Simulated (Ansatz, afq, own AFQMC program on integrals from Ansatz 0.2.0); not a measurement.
# Atomization energy of CH$_{4}$Si, singlet

```xyz
6

C    -0.7161   -0.5302   -0.2566
Si    0.6027    0.4461    0.2158
H    -1.3936   -0.9848    0.4718
H    -0.9377   -0.7407   -1.3067
H     0.9145    0.7397    1.6384
H     1.5302    1.0700   -0.7627
```

Connectivity, by distances: CH2–SiH2.

Atoms in their ground-state spins without spin–orbit coupling (mostly on UHF) minus the molecule (RHF), without zero-point energy. The geometry is a stationary point, not shown to be a minimum.

Basis def2-TZVP. Noble-gas cores (and the filled d shells of Ga–Kr and In–Xe) are frozen. AFQMC by an in-house program on the Cholesky factors that Ansatz 0.2.0 writes for its CCSD(T) run. The CISD trial takes its coefficients from CCSD amplitudes. Released means that phaseless walkers are propagated on without the constraint, phases kept. Error bars are statistical, one sigma. The errors of all members are added in quadrature.

No full CI on the walks' own integrals is used here; CCSDT(Q) serves as the reference and is uncertain by about the last step of the cluster series. Each member takes its own surest rung, up to full CI.

The best estimate is CCSD(T) at the basis-set limit (CBS: def2-TZVPP and def2-QZVPP, with their diffuse functions for anions and beside diffuse sets, CCSD(T) itself extrapolated) plus the step from CCSD(T) to CCSDT(Q) in def2-TZVP. Rows without CBS are in def2-TZVP; B2PLYP and the wave-function rows carry a basis error of their own. Core correlation and relativity beyond core potentials are missing, and ± holds the sampling alone.

Cautions: CH₄Si (singlet): restricted determinant unstable towards unrestricted (UHF 45 meV lower, ⟨S²⟩ 0.27); other spins of the molecule weren't checked.

Best estimate: 461.6 kcal/mol.

| level | atomization energy (kcal/mol) | error against the best estimate (kcal/mol) |
| --- | --- | --- |
| HF | 339.9 | -121.7 |
| MP2 | 442.0 | -19.6 |
| CCSD | 437.5 | -24.0 |
| CCSD(T) | 443.5 | -18.1 |
| CCSDT | 443.3 | -18.3 |
| CCSDT(Q) | 443.8 | -17.8 |
| ph-AFQMC/CISD | 443.8 ± 0.1 | -17.8 ± 0.1 |
| released AFQMC | 443.8 ± 0.2 | -17.8 ± 0.2 |
| HF/CBS | 341.4 | -120.2 |
| MP2/CBS | 460.7 | -0.9 |
| CCSD(T)/CBS | 461.3 | -0.3 |
| PBE | 461.0 | -0.6 |
| r2SCAN | 459.9 | -1.6 |
| PBE0 | 455.3 | -6.2 |
| B3LYP | 458.1 | -3.4 |
| wB97M-V | 460.1 | -1.5 |
| B2PLYP | 453.8 | -7.8 |

Correlation beyond CCSD(T) adds 0.3 kcal/mol. Going to the basis-set limit adds 17.8 kcal/mol at CCSD(T). The perturbative (T) step is worth +5.9 kcal/mol. The functionals spread over 7.2 kcal/mol; PBE and wB97M-V come nearest and B2PLYP is 7.8 kcal/mol too low.

Best estimates are given only where the step beyond CCSD(T) is under 0.3 eV and no member's determinant is very poor (T1 over 0.05, or 0.07 for open shells, ⟨S²⟩ too high by 0.3, two states mixed), so the hardest cases are missing from such tables.

The functionals ran in a triple-zeta set and keep a basis error of their own, a few kJ/mol for each bond in atomization energies and more for double hybrids, so close places among them and the extrapolated levels can swap.

CCSDT and higher add their correlation energy to the determinant of the CCSD(T) run, since their own runs factorise the integrals more tightly (a shift of under 2 meV). Each member of a difference takes its own highest rung, so a best estimate needn't equal the limit plus the step of one row. Released energies are given only where the last usable release times agree within the noise; a slower fall can still hide under it.
